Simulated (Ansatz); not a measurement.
Ansatz (a first-principles code) input (B3LYP-D3(BJ)/def2-TZVP):

Ansatz 0.2 input:
```yaml
crystal:
  periodic: [false, false, false]
  atoms:
    - {symbol: P, position_ang: [-0.00676369, 0.41203080, 0.45947669]}
    - {symbol: H, position_ang: [0.94829304, -0.21513035, -0.24888856]}
    - {symbol: H, position_ang: [-0.97079596, -0.18663594, -0.26124033]}
basis:
  gaussian:
    orbitals: def2-TZVP
hamiltonian:
  xc: b3lyp
  dispersion: d3bj
total_charge: -1
relax: {f_tol: 0.002, max_steps: 150}
```

End of the output:

```
the calculation of the forces begins
reference -9321.82248985 eV, -342.5706579438 hartree; 9, 9 occupied and 40, 40 virtual orbitals, 370 factors
relax step   6: F+E_penalty+E_count = -9321.86474418 eV  Δ(F+E_penalty+E_count) = -5.453e-5 eV  max|allowed force component| = 5.439e-4 eV/Å  Δτ_max = 0.0025 Å  (17 SCF iters, accepted)
integrals: 0.01 GiB planned
370 factors; their error is unknown
mean field: 0.09 GiB planned
mean field evaluation 64: about -9321.8223 eV, gradient 9.0e-5 eV
mean field -9321.82230859 eV, -342.5706512824 hartree, gradient 9.0e-5 eV, S^2 0.000000; 1 other end points of the search recorded, 0 dependent functions left out
the calculation of the forces begins
reference -9321.82248985 eV, -342.5706579438 hartree; 9, 9 occupied and 40, 40 virtual orbitals, 370 factors
Total energy: -9321.86492544 eV, -342.5722174230 hartree
Atom 0 at    -0.006571     0.437338     0.488981 Å, force     0.000000     0.000076     0.000089 eV/Å
Atom 1 at     1.019704    -0.228844    -0.263178 Å, force     0.000543    -0.000046    -0.000041 eV/Å
Atom 2 at    -1.042400    -0.198230    -0.276455 Å, force    -0.000544    -0.000030    -0.000048 eV/Å
Dipole moment:    -0.000398    -0.054232    -0.063224 e Å
```

Whether it binds its extra electron was not tested at this geometry.
